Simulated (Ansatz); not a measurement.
The same path of C2H6N2 (10 atoms, charge 0, multiplicity 1) was run 3 times with different band settings. The coordinate that changes most is the height of N4 over the plane of its neighbours.

All numbers below come from Ansatz, RKS PBE0/def2-SVP.

Relaxed end points:

```xyz
10
Properties=species:S:1:pos:R:3
C -1.168 0.853 -0.911
N -0.088 0.837 -0.258
C 0.589 -0.433 -0.074
N 0.951 -0.704 1.288
H -1.626 -0.055 -1.356
H -1.703 1.802 -1.064
H -0.015 -1.280 -0.462
H 1.512 -0.392 -0.680
H 1.516 0.062 1.652
H 0.115 -0.740 1.869
```

```xyz
10
Properties=species:S:1:pos:R:3
C -1.087 0.954 -1.061
N -0.074 0.878 -0.314
C 0.436 -0.424 0.032
N 0.568 -0.511 1.467
H -1.623 0.067 -1.457
H -1.482 1.940 -1.345
H -0.227 -1.246 -0.314
H 1.393 -0.529 -0.527
H 1.196 0.223 1.793
H 0.984 -1.402 1.729
```

Common settings: spring 5.0 eV/Å²; optimiser quadratic models (default); start path IDPP; force threshold 0.05 eV/Å; iteration limit 60; end points relaxed.

| run | movable images | climbing image |
| --- | --- | --- |
| 1 | 7 | yes |
| 2 | 6 | no |
| 3 | 1 | no |

Problem. What does each run give, and how far can it be trusted?

Solution. Run 1: converged after 19 iterations, highest image 0.248 eV above the first end. A vibrational analysis at the climbing image gives one clearly imaginary mode, 520i cm⁻¹: a first-order saddle point.
Run 2: converged after 17 iterations, highest image 0.233 eV above the first end. No image climbed, so the highest image needn't sit at the top of the path.
Run 3: converged after 13 iterations, highest image 0.149 eV above the first end. The highest image is an end point: on this band no image between the ends rises above it. So few images can step over the top or miss a turn of the path.
